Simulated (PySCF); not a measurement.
Streptocyanine-5 (`N/C=C/C=C/C=[NH2+]`) (charge +1). Structure optimised with GFN2-xTB, isolated species.

```
atom  x, y, z in Å
N1    -3.6016    0.0755   -0.2805
C2    -2.4177   -0.4103    0.0419
C3    -1.2236    0.2474   -0.1696
C4    -0.0018   -0.3048    0.1864
C5     1.2246    0.3150   -0.0053
C6     2.4118   -0.2794    0.3693
N7     3.6031    0.2660    0.2117
H8    -3.6813    0.9844   -0.7139
H9    -4.4510   -0.4385   -0.1088
H10   -2.4098   -1.3914    0.5014
H11   -1.2422    1.2266   -0.6277
H12   -0.0042   -1.2864    0.6443
H13    1.2515    1.2950   -0.4613
H14    2.3917   -1.2612    0.8266
H15    4.4437   -0.2083    0.5009
H16    3.6991    1.1793   -0.2086
```

Q: What is the longest distance between nuclei?

A: H9···H15, 8.92 Å; the next longest distance is 8.31 Å.

Q: Work out the bond lengths N1–C2, N1–H8, C2=C3, C5–C6, C5–H13, C6=N7 in pm.

A: For N1–C2 the difference vector is (1.1839, -0.4858, 0.3224) Å, of length 1.3197 Å. N1–C2 132.0; N1–H8 101.0; C2=C3 138.0; C5–C6 138.0; C5–H13 108.1; C6=N7 132.0 pm.

Q: How far apart are these pairs, which share no bond: C2···H11, C3···H13, H9···H10, H10···H11, H11···H15?

A: C2···H11 2.124 Å (2 bonds apart); C3···H13 2.703 Å (3 bonds apart); H9···H10 2.334 Å (3 bonds apart); H10···H11 3.081 Å (3 bonds apart); H11···H15 5.972 Å (6 bonds apart).

Q: What are the angles H8–N1–H9, N1–C2–H10, N1–C2–C3, C2–C3–H11, C3–C4–C5, C4–C5–C6, C6–N7–H16?

A: From the scalar product of the two bond vectors; for H8–N1–H9 it is -0.4739 Å² over 1.0101 × 1.0076 Å², cos θ = -0.4656. H8–N1–H9 117.8°; N1–C2–H10 116.3°; N1–C2–C3 124.3°; C2–C3–H11 118.8°; C3–C4–C5 124.4°; C4–C5–C6 122.1°; C6–N7–H16 120.6°.

Q: How far are the heavy atoms from their best plane (unweighted least squares)?

A: 0.001 Å rms; none is more than 0.001 Å off.

Q: Write the matrix of distances between heavy atoms (Å, lower triangle).

A: 
```
N1    0.000
C2    1.320  0.000
C3    2.387  1.380  0.000
C4    3.650  2.423  1.387  0.000
C5    4.840  3.714  2.455  1.387  0.000
C6    6.059  4.842  3.713  2.421  1.380  0.000
N7    7.224  6.061  4.842  3.650  2.389  1.320  0.000
```

The point group is C2v within 0.08 Å; differences among equivalent distances and angles are scatter left by the optimiser. Not checked by GFN2-xTB frequencies.

One conformer stands for the species.

These are computed values.
